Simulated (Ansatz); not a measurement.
`FC(F)C(Cl)Cl` + H–F → `FC(Cl)Cl` + `FCF` at 400 K and 1 bar (substitution at a C–C bond).

Gas-phase electronic energies from Ansatz, PBE0-D4/def2-TZVP geometries. CCSD(T)/CBS is the MP2 limit (def2-TZVPP, def2-QZVPP) plus CCSD(T) − MP2 in def2-TZVPP, frozen cores. This one scheme is used for every species. Each species was taken in one conformer, which may not be the lowest.

| species | CCSD(T)/CBS energy (Eh) | H − E (kJ/mol) | S (J/(mol·K)) |
| --- | --- | --- | --- |
| `FC(F)C(Cl)Cl` | -1196.43636 | 140.8 | 369.1 |
| H–F | -100.39570 | 36.5 | 182.2 |
| `FC(Cl)Cl` | -1057.98381 | 76.9 | 312.0 |
| `FCF` | -238.82660 | 101.8 | 260.0 |

H − E and S are ideal-gas, rigid-rotor, harmonic terms from PBE0-D4/def2-TZVP, for one conformer and one mirror image of each species. 1 Eh = 2625.50 kJ/mol, R = 8.31446 J/(mol·K).

By hand: ΔE, ΔH, ΔS and ΔG.

ΔE = (-1057.98381) + (-238.82660) − (-1196.43636) − (-100.39570) = 0.02165 Eh = 56.8 kJ/mol. Δ(H − E) = 76.9 + 101.8 − 140.8 − 36.5 = 1.4, so ΔH = 58.2 kJ/mol. ΔS = 312.0 + 260.0 − 369.1 − 182.2 = 20.7 J/(mol·K). ΔG = 58.2 − 400 × (20.7)/1000 = 49.9 kJ/mol.

By hand: the equilibrium constant, and the temperature at which ΔG would vanish if ΔH and ΔS stayed fixed.

log₁₀ K = −ΔG/(RT ln 10) = -6.5. ΔG = 0 at ΔH/ΔS = 2812 K, far beyond where these terms or the molecules hold.

ΔH outweighs TΔS. A doubt of 5 kJ/mol in ΔE shifts log₁₀ K by 0.7 here. Other conformers and mirror images would add mixing entropy, several J/(mol·K) or more a flexible species. These are equilibria of isolated gas molecules and say nothing of rates. Largest T1 diagnostic: 0.011 (customary marks: 0.02 for closed shells, 0.045 for open ones).
